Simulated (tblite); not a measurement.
# F2H3I: the cost of one run

Programs: tblite 0.8.0 and PySCF 2.14.0. All values are calculated, for the isolated system unless a continuum is named. Atoms count from 0, parts from 1.

## Step 1: The system as given

6 atoms, charge 0, multiplicity 1; geometry: rigid parts in contact. Parts: 1 = atoms 0–1, `I`, charge 0; 2 = atoms 2–3, `F`, charge 0; 3 = atoms 4–5, `F`, charge 0.

## Step 2: Docking the parts with GFN2-xTB

Job settings and geometry (Å):

```
{"job": {"kind": "dock", "xc": "GFN2-xTB", "basis": "xTB"}, "charge": 0, "multiplicity": 1, "parts": [{"atoms": "0-1", "charge": 0, "multiplicity": 1}, {"atoms": "2-3", "charge": 0, "multiplicity": 1}, {"atoms": "4-5", "charge": 0, "multiplicity": 1}]}
I      0.544624    -0.192942    -0.025358
H     -1.011944     0.021699    -0.095994
F      3.094428     0.454065     2.599694
H      2.287190     0.505384     2.130014
F      2.569137     1.807583    -2.714073
H      2.369453     1.268599    -1.977249
```

With the program's defaults for keys left out, this is: GFN2-xTB search for minima from random contacts, gas phase.

Run with:

```bash
OMP_NUM_THREADS=1 python cluster_run.py task.json out
```

One launch serves the whole session: the jobs run in the order shown.

**Question.** How long does this first job take on 1 thread of Arm Neoverse V2, shared host?

About 1 s.
